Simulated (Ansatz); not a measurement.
Reaction (SMILES): [CH2][SiH3] (CH2-SiH3) → [CH2-][SiH3] (an electron is taken up)
B3LYP-D3(BJ)/def2-TZVP geometries, fixed; electronic energies without zero-point terms; positive where energy is released.
Largest species:
```
Si
H 1 1.4823
H 1 1.4830 2 109.47
H 1 1.4878 2 107.84 3 116.74
C 1 1.8421 2 110.29 4 121.63
H 5 1.0839 1 122.71 2 -26.73
H 5 1.0841 6 114.66 1 177.78
```
Charge 0, spin multiplicity 2.

How fast the adiabatic electron affinity converges with the basis for several methods (Ansatz, a first-principles code): deviation from each method's own reference, in eV. References: B3LYP 0.968 eV, the value in aug-pcseg-3; PBE 1.044 eV, the value in aug-pcseg-3; wB97M-V 0.977 eV, the value in aug-pcseg-3. Cartesian d functions, on some or all atoms, in 6-31G*, 6-31G**, 6-311G**; all else is spherical. Open shells are unrestricted. No added dispersion term, no relativity. Functionals ending in -V hold VV10 correlation. 

```json
[
 {"basis": "STO-3G", "functions": "19", "B3LYP": "-5.343", "PBE": "-5.388", "wB97M-V": "-5.468"},
 {"basis": "def2-SV(P)", "functions": "42", "B3LYP": "-0.479", "PBE": "-0.495", "wB97M-V": "-0.452"},
 {"basis": "6-31G*", "functions": "44", "B3LYP": "-0.684", "PBE": "-0.685", "wB97M-V": "-0.673"},
 {"basis": "pcseg-1", "functions": "57", "B3LYP": "-0.258", "PBE": "-0.263", "wB97M-V": "-0.251"},
 {"basis": "6-31G**", "functions": "59", "B3LYP": "-0.676", "PBE": "-0.671", "wB97M-V": "-0.669"},
 {"basis": "6-311G**", "functions": "75", "B3LYP": "-0.270", "PBE": "-0.280", "wB97M-V": "-0.258"},
 {"basis": "6-311++G(2d,2p)", "functions": "112", "B3LYP": "-0.029", "PBE": "-0.032", "wB97M-V": "-0.024"},
 {"basis": "pcseg-2", "functions": "134", "B3LYP": "-0.075", "PBE": "-0.087", "wB97M-V": "-0.074"},
 {"basis": "cc-pV(T+d)Z", "functions": "139", "B3LYP": "-0.204", "PBE": "-0.219", "wB97M-V": "-0.191"},
 {"basis": "aug-cc-pV(T+d)Z", "functions": "216", "B3LYP": "-0.005", "PBE": "-0.008", "wB97M-V": "-0.004"},
 {"basis": "pcseg-3", "functions": "289", "B3LYP": "-0.015", "PBE": "-0.021", "wB97M-V": "-0.012"},
 {"basis": "def2-QZVPPD", "functions": "304", "B3LYP": "-0.021", "PBE": "-0.026", "wB97M-V": "-0.016"}
]
```

Mean absolute deviation over 6-311G**, 6-311++G(2d,2p), pcseg-2, cc-pV(T+d)Z, aug-cc-pV(T+d)Z: wB97M-V 0.110, B3LYP 0.117, PBE 0.125 eV.
